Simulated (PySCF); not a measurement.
A species of formula H6OSi2 has this rotational fingerprint, computed with CAM-B3LYP/def2-SVPD in PySCF (dipole) on a GFN2-xTB geometry, gas phase:

```
Rotational constants : A = 16063, B = 3400, C = 3006 MHz
Dipole components    : |μa| = 0.41 D, |μb| = 0.47 D, |μc| = 1.03 D
Inertial defect      : -11.98 u·Å²
κ                    : -0.94
```

Question: Which structure is it? (One computed conformer of each.)
A. disiloxane (`[SiH3]O[SiH3]`)
B. `[OH:1][SiH2:2][SiH3:3]` with H–O1–Si2–Si3 -58°

Answer: B. It is O[SiH2][SiH3], a near-prolate asymmetric top. The candidates at the same level (rigid rotor, commonest isotopes):

```json
{"SMILES": "O[SiH2][SiH3]", "A (MHz)": "16063", "B (MHz)": "3400", "C (MHz)": "3006", "μa (D)": "0.41", "μb (D)": "0.47", "μc (D)": "1.03", "Δ (u·Å²)": "-11.98", "point group": "–", "rotor": "near-prolate asymmetric top"}
{"SMILES": "[SiH3]O[SiH3]", "A (MHz)": "41843", "B (MHz)": "2869", "C (MHz)": "2866", "μa (D)": "0.00", "μb (D)": "0.15", "μc (D)": "0.00", "Δ (u·Å²)": "-11.87", "point group": "near D3", "rotor": "–"}
```

`[SiH3]O[SiH3]` has A 161 % too high. No structure here is proved a minimum.
